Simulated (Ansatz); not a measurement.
Geometry optimisation, RKS PBE/6-31G* in Ansatz 0.2.0.

input.yaml

```yaml
crystal:
  periodic: [false, false, false]
  atoms:
    - { symbol: "N", position_ang: [0.044, -1.1386, -0.0604] }
    - { symbol: Mg, position_ang: [0.3023, 0.9572, -0.2164] }
    - { symbol: H, position_ang: [-1.0348, -1.2634, -0.3434] }
    - { symbol: H, position_ang: [0.1661, -1.3312, 0.9341] }
    - { symbol: H, position_ang: [0.5723, 2.7024, -0.3552] }
basis:
  gaussian: { orbitals: "6-31G*" }
hamiltonian:
  xc: pbe
relax:
  f_tol: 0.015
  max_steps: 40
```

Launched with:

```bash
$ ansatz run input.yaml --threads 1 --pin off --max-ram 2048MiB --backend cpu --events-out ev --progress --plain --runs-dir out
```

Where does it end, and by what steps?

It converged. After 5 steps the energy has fallen by 0.446 eV; N1 moved furthest, 0.42 Å.

| step | energy less start (eV) | largest force component (eV/Å) | accepted |
| --- | --- | --- | --- |
| 0 | 0.0000 | 2.531 | yes |
| 1 | -0.3156 | 1.349 | yes |
| 2 | -0.4254 | 0.380 | yes |
| 3 | -0.4410 | 0.355 | yes |
| 4 | -0.4453 | 0.042 | yes |
| 5 | -0.4458 | 0.008 | yes |

```xyz
5
Properties=species:S:1:pos:R:3
N -0.192 -0.844 0.125
Mg 0.249 0.988 -0.165
H -0.881 -1.393 -0.393
H 0.228 -1.467 0.816
H 0.646 2.642 -0.424
```

Whether the end is a true minimum wasn't checked by a vibrational analysis.

Time of the run: 6.6 s on 1 thread of Arm Neoverse V1 (shared host), peak memory 0.098 GiB.
